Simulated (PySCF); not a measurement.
**acrylonitrile: calculation against experiment**

**Measured values to compare with.**

From NIST CCCBDB Release 22 (SRD 101), experimental dipoles, for the gas: dipole moment (molecular beam) 3.882 D.

The results are set against them at the end.

Species: acrylonitrile, C3H3N.
Atom-mapped SMILES: `[CH2:1]=[CH:2][C:3]#[N:4]` (hydrogens: H5, H6 on C1; H7 on C2)

Structure used (GFN2-xTB), in Å, numbered top down from 1:
```
atom  x, y, z in Å
C1    -0.133    0.860   -0.584
C2     0.460   -0.155    0.033
C3    -0.256   -1.096    0.803
N4    -0.828   -1.866    1.430
H5    -1.199    1.012   -0.525
H6     0.429    1.569   -1.167
H7     1.529   -0.319   -0.016
```

The PySCF runs (gas phase, on this GFN2-xTB geometry; no spin–orbit coupling):

```
                            level                                                                job  basis functions
                    PBE0/pcSseg-1                            shieldings, charges and field gradients               83
BP86/IGLO-III, start guess huckel                            shieldings, charges and field gradients              170
                    OLYP/pcSseg-1                                                         shieldings               83
              CAM-B3LYP/def2-SVPD  8 singlets by full TDDFT, 3 Tamm–Dancoff triplets, polarisability              104
                      B3LYP/pcJ-1                        spin–spin couplings from 7 perturbed nuclei              138
```

Results beside the measurements:

**Dipole moment.** Measured: 3.882 D (NIST CCCBDB Release 22 (SRD 101), experimental dipoles).

```csv
level,computed (D),computed − measured (D),% (from the printed values)
PBE0/pcSseg-1,3.956,+0.074,+2
BP86/IGLO-III,3.909,+0.027,+1
OLYP/pcSseg-1,3.733,-0.149,-4
CAM-B3LYP/def2-SVPD,4.050,+0.168,+4
B3LYP/pcJ-1,3.951,+0.069,+2
```

Closest is BP86/IGLO-III (+0.027 D), furthest CAM-B3LYP/def2-SVPD (+0.168 D); one molecule doesn't rank methods. The computed dipoles belong to one fixed geometry; measured ones are averaged over vibrations unless marked μe. Magnitudes are compared, not signs.

No measured geometry was used, and the causes of the misses weren't examined.
